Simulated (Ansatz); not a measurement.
Steps of a relaxation of `FCCF` with RKS PBE-D4/def2-SVP.

```sh
$ ansatz run in.yaml --threads 4 --pin off --events-out ev --progress --plain --max-ram 10444MiB
```

```yaml
crystal:
  periodic: [false, false, false]
  atoms:
    - {symbol: F, position_ang: [-1.238800, 0.723800, 0.874000]}
    - {symbol: C, position_ang: [-0.110900, 0.719100, 0.183900]}
    - {symbol: C, position_ang: [0.177300, -0.711200, -0.187400]}
    - {symbol: F, position_ang: [-0.556000, -1.118100, -1.164400]}
    - {symbol: H, position_ang: [-0.210200, 1.333600, -0.727800]}
    - {symbol: H, position_ang: [0.662600, 1.159400, 0.834800]}
    - {symbol: H, position_ang: [1.258700, -0.804600, -0.546200]}
    - {symbol: H, position_ang: [0.109300, -1.359100, 0.677200]}
basis:
  gaussian: {orbitals: def2-SVP}
hamiltonian: {xc: pbe, dispersion: d4}
relax: {f_tol: 0.03, max_steps: 200}
```

Positions (Å) and forces (eV/Å) along the path, 5 of 5 steps:

```xyz
8
step=1 energy=-7558.3413 eV
F    -1.239    0.724    0.874   -2.793    0.410    1.382
C    -0.111    0.719    0.184    1.416   -0.313   -0.438
C     0.177   -0.711   -0.187    4.273    1.389    0.978
F    -0.556   -1.118   -1.164   -3.017   -1.434   -3.050
H    -0.210    1.334   -0.728    0.053    0.186   -0.362
H     0.663    1.159    0.835    0.675    0.016   -0.045
H     1.259   -0.805   -0.546   -0.294    0.288    0.511
H     0.109   -1.359    0.677   -0.312   -0.543    1.024
8
step=2 energy=-7558.6729 eV
F    -1.296    0.754    0.882   -0.765    0.102    0.369
C    -0.122    0.710    0.197    0.666   -0.038   -0.452
C     0.207   -0.712   -0.206    1.483    0.576    0.851
F    -0.601   -1.145   -1.184   -0.962   -0.560   -1.044
H    -0.191    1.328   -0.726   -0.078    0.111   -0.021
H     0.690    1.129    0.831    0.122   -0.040    0.030
H     1.284   -0.773   -0.544   -0.342    0.128    0.095
H     0.121   -1.348    0.695   -0.125   -0.278    0.172
8
step=3 energy=-7558.7201 eV
F    -1.304    0.768    0.888   -0.039    0.086    0.012
C    -0.114    0.715    0.186   -0.115   -0.164    0.068
C     0.222   -0.712   -0.186   -0.111    0.091   -0.125
F    -0.605   -1.165   -1.200    0.009   -0.047    0.013
H    -0.202    1.350   -0.728    0.039   -0.119    0.040
H     0.706    1.118    0.819    0.069    0.082    0.084
H     1.277   -0.745   -0.532    0.142   -0.064   -0.061
H     0.113   -1.386    0.697    0.007    0.136   -0.031
8
step=4 energy=-7558.7248 eV
F    -1.315    0.776    0.880    0.026   -0.014   -0.007
C    -0.116    0.712    0.193   -0.012   -0.010   -0.054
C     0.223   -0.710   -0.195   -0.052    0.004    0.058
F    -0.614   -1.174   -1.194    0.017    0.022    0.011
H    -0.189    1.340   -0.723    0.003    0.009    0.006
H     0.700    1.119    0.836   -0.004   -0.009    0.007
H     1.279   -0.749   -0.549    0.009    0.005   -0.013
H     0.124   -1.371    0.696    0.013   -0.006   -0.008
8
step=5 energy=-7558.7250 eV
F    -1.314    0.775    0.879    0.001   -0.001   -0.003
C    -0.116    0.712    0.192    0.003   -0.013   -0.011
C     0.222   -0.710   -0.193   -0.005    0.015    0.013
F    -0.614   -1.172   -1.193   -0.001    0.000    0.002
H    -0.188    1.341   -0.724    0.001    0.002    0.003
H     0.699    1.117    0.836   -0.001   -0.001    0.002
H     1.278   -0.748   -0.550   -0.001    0.001   -0.003
H     0.125   -1.372    0.697    0.003   -0.002   -0.003
```

It took 3 s on 4 threads of an Arm Neoverse V2 on a shared host, with 0.14 GiB of host memory at the peak.
